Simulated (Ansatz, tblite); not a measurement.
**The cluster MoSe2−: one state, many levels**

How do method and basis change the picture of the cluster MoSe2− (doublet)?

Program: Ansatz 0.2.0, Gaussian basis. Level of theory: as each input shows. These are calculated values, not measurements.

Levels to be run: GFN1-xTB, GFN2-xTB, PBE-D4/def2-TZVPD, r2SCAN-D4/def2-TZVPD, r2SCAN0-D4/def2-TZVPD, B97M-V/def2-TZVPD, BHLYP-D4/def2-TZVPD, HSE06-D4/def2-TZVPD, ωB97X-V/def2-TZVPD, PBE+5HF/def2-TZVPD, PBE+10HF/def2-TZVPD, PBE+15HF/def2-TZVPD, PBE+35HF/def2-TZVPD, PBE+50HF/def2-TZVPD, PBE-D4/def2-SVPD, PBE0-D4/def2-SVPD, CCSD(T)/def2-SVPD, MP2/def2-TZVPD, RPA/def2-TZVPD.

3 further runs of the same task are left out: 1 for a known fault of the program, 2 set aside as unsound or not needed. Runs told in other sessions of the task aren't counted.

### 1 The relaxed structure

The doublet was relaxed beforehand with r2SCAN-D4/def2-TZVPD. At that level it is the lowest of the isomers that a small search found.

3 atoms, charge -1, spin multiplicity 2.

Bond lengths: Mo1–Se2 2.292 Å, Mo1–Se3 2.292 Å. Angles: Se2–Mo1–Se3 130.6°.

Mo takes a core potential in the def2 sets. No spin-orbit coupling is included. The ion is computed in the gas phase, without counter-ions or solvent.

PBE0-D4/def2-TZVPD was run before; its log isn't repeated, and its numbers join the tables.

### 2 GFN1-xTB

Tight binding, by tblite at 300 K electronic temperature and without a spin-polarisation term:

```python
tblite.interface.Calculator('GFN1-xTB', numbers, positions, charge=-1, uhf=1).singlepoint()
```

Energy -244.5966 eV; 0.004 s.

### 3 GFN2-xTB

Tight binding, by tblite at 300 K electronic temperature and without a spin-polarisation term:

```python
tblite.interface.Calculator('GFN2-xTB', numbers, positions, charge=-1, uhf=1).singlepoint()
```

Energy -237.4395 eV; 0.009 s.

### 4 PBE-D4/def2-TZVPD

start.molden holds the orbitals of an earlier run on this state, given as this run's starting guess.

in.yaml reads:

```yaml
crystal:
  periodic: [false, false, false]
  atoms:
    - {symbol: Mo, position_ang: [-0.227633, 0.578741, 0.144050]}
    - {symbol: Se, position_ang: [-1.797700, -1.090556, 0.126156]}
    - {symbol: Se, position_ang: [2.025343, 0.511815, -0.270205]}
basis:
  gaussian: {orbitals: def2-TZVPD, initial_orbitals: start.molden}
total_charge: -1
magnetization: {spin_polarized: true, initial_magnetization: 1}
hamiltonian: {xc: pbe, dispersion: d4}
scf: {omitted_lower_state_checks: [starts]}
output: {orbitals: {seedname: orbitals}}
```

The run is started by

```console
> ansatz run in.yaml --threads 4 --pin off --events-out ev --progress --plain --max-ram 3916MiB
```

Further steps of the session: r2SCAN-D4/def2-TZVPD; r2SCAN0-D4/def2-TZVPD; B97M-V/def2-TZVPD; BHLYP-D4/def2-TZVPD; HSE06-D4/def2-TZVPD; ωB97X-V/def2-TZVPD; PBE+5HF/def2-TZVPD; PBE+10HF/def2-TZVPD; PBE+15HF/def2-TZVPD; PBE+35HF/def2-TZVPD; PBE+50HF/def2-TZVPD; PBE-D4/def2-SVPD; PBE0-D4/def2-SVPD; CCSD(T)/def2-SVPD; MP2/def2-TZVPD; RPA/def2-TZVPD.

**Question.** What will the summary of the whole plan be? Wanted: gap in def2-TZVPD, named functionals, smallest and largest; gap over the share of exact exchange; correlation energy, CCSD(T)/def2-SVPD; correlation energy, MP2/def2-TZVPD; ⟨S²⟩ in def2-TZVPD, named functionals, smallest and largest; PBE0 total energy, smallest basis above largest.

**Answer**, as computed:

| quantity | value |
| --- | --- |
| gap in def2-TZVPD, named functionals, smallest and largest | 0.80 eV (PBE-D4), 6.89 eV (ωB97X-V) |
| gap over the share of exact exchange | 0.80 eV at 0, 4.97 eV at 0.5 |
| correlation energy, CCSD(T)/def2-SVPD | -22.65 eV |
| correlation energy, MP2/def2-TZVPD | -25.41 eV |
| ⟨S²⟩ in def2-TZVPD, named functionals, smallest and largest | 1.628, 1.730 |
| PBE0 total energy, smallest basis above largest | 16.48 eV (def2-SVPD, def2-TZVPD) |

In words: Over the named functionals in def2-TZVPD the gap runs from 0.80 eV (PBE-D4) to 6.89 eV (ωB97X-V); exact exchange widens it. Raising the share of exact exchange from 0 to 0.5 moves the HOMO by -2.15 eV and the LUMO by +2.02 eV. Over the named functionals in def2-TZVPD spin contamination reaches 0.98 (r2SCAN0-D4), and every level is far from pure, so all describe a mixture with higher spin. Notes on CCSD(T)/def2-SVPD: spin contamination, state flagged by the program.
